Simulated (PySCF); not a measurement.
C₄H₇O (doublet state).
Cartesian coordinates in Å at the GFN2-xTB level; atoms count from 1:
```
atom  x, y, z in Å
C1     2.1611    0.5813    0.5750
C2     0.9576    0.2232    0.2724
C3     0.1752   -0.7247   -0.5237
O4    -1.1120   -1.0000   -0.0049
C5    -1.9247    0.1436    0.0656
H6     3.0599    0.0877    0.1980
H7     2.3620    1.4131    1.2351
H8     0.6713   -1.7059   -0.5596
H9     0.0827   -0.3285   -1.5520
H10   -2.8616   -0.1661    0.5231
H11   -1.4489    0.9200    0.6780
H12   -2.1215    0.5556   -0.9332
```

The hyperfine couplings belong to this conformer and change with its torsions.

As a line formula: `C=[C]COC` [radical].

Computed, not measured: PySCF, UKS B3LYP, pcH-1 on C H O, non-relativistic, mean-field spin-orbit, GIAO. Geometry: GFN2-xTB, one conformer, isolated molecule. Couplings are sensitive to structure, and on GFN2-xTB geometries they can be far from those on DFT ones. No stability test was run, so a lower SCF solution isn't excluded.

Problem. Break the g tensor into its mass correction, gauge correction and orbital-Zeeman/spin–orbit terms.

Solution. 
```tsv
Δg (ppm)	1	2	3
relativistic mass correction	-148	-148	-148
gauge correction	30	14	32
orbital Zeeman/spin–orbit	-577	-167	854
total	-695	-300	738
```

So g = 2.00162, 2.00202, 2.00306 and g_iso = 2.00223; the tensor is rhombic: the two nearest values differ by 28 % of g3 − g1. 

Problem. What are the electron Larmor frequencies g μB B/h along the three axes at 350 mT?

Solution. 9.8053, 9.8073, 9.8123 GHz for g1, g2 and g3, a range of 7.0 MHz.

Problem. Average each term over the three axes. Which is largest in size?

Solution. The mass correction -148, the orbital-Zeeman/spin–orbit term 36 and the gauge correction 25 ppm, for a total of -86 ppm. The mass correction is the largest in size. The mass correction is the same along every axis, so the anisotropy comes from the other two: their spans along these axes are 18 (gauge) and 1431 ppm (orbital Zeeman/spin–orbit).

Problem. What effective moment and Curie constant follow for a powder?

Solution. With the mean of g² = 4.0089 and S(S+1) = 0.75: μ_eff = √(⟨g²⟩S(S+1)) = 1.734 μB and χT = 0.12505·⟨g²⟩·S(S+1) = 0.376 cm³ K/mol (cgs; spin-Hamiltonian part alone).

Problem. In a frozen sample, at which fields do the three g values resonate at 9.5, 34, 94 and 263 GHz (hyperfine left aside), and which band first spreads them over more than twice a line width of 0.5 mT?

Solution. 
| band | GHz | B(g3) mT | B(g2) mT | B(g1) mT | spread mT |
| --- | --- | --- | --- | --- | --- |
| X | 9.5 | 338.86 | 339.03 | 339.10 | 0.24 |
| Q | 34.0 | 1212.76 | 1213.39 | 1213.63 | 0.87 |
| W | 94.0 | 3352.92 | 3354.66 | 3355.32 | 2.40 |
| J | 263.0 | 9381.04 | 9385.90 | 9387.75 | 6.72 |

The spread grows in proportion to the frequency. W band is the first where it exceeds 1.0 mT.

The Mulliken spin populations are largest on C2 (+0.98), C1 (-0.17) and H6 (+0.09). C2 is the only atom above +0.15.

The HOMO–LUMO gaps are 6.27 eV among the α and 4.94 eV among the β orbitals.

The run took 23 s of wall time (with the writing of density and orbital grids) on an Arm Neoverse V1 with one thread, shared host with 32 logical CPUs at a one-minute load of 14, and the process peaked at 0.67 GiB of memory.
